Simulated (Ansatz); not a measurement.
C$_{3}$H$_{7}$N, SMILES `CC(C)=N` at its PBE0-D4/def2-TZVP geometry, where that method's forces vanish. The species carries charge 0 and has multiplicity 1.

```xyz
11

C    -0.1450   -0.8508   -0.9077
C     0.2481    0.3467   -0.0912
C    -0.2960    0.3935    1.3031
N     0.9896    1.2930   -0.4939
H     0.2948   -0.8189   -1.9054
H     0.1728   -1.7729   -0.4119
H    -1.2334   -0.9063   -1.0045
H     0.0384    1.2990    1.8058
H     0.0333   -0.4811    1.8725
H    -1.3899    0.3671    1.2899
H     1.2874    1.1307   -1.4566
```

Q: What forces (eV/Å) does r2SCAN-D4/def2-TZVPP give on these atoms in Ansatz? (Estimate.)

A: Computed: 
```
C1  -0.031 -0.097 -0.065
C2  -0.112 -0.163  0.036
C3  -0.029  0.021  0.101
N4   0.203  0.306 -0.043
H5  -0.009 -0.001  0.018
H6  -0.019  0.000 -0.003
H7   0.007 -0.016  0.009
H8  -0.010 -0.021 -0.005
H9  -0.018  0.004 -0.007
H10  0.012 -0.013  0.005
H11  0.005 -0.021 -0.045
```
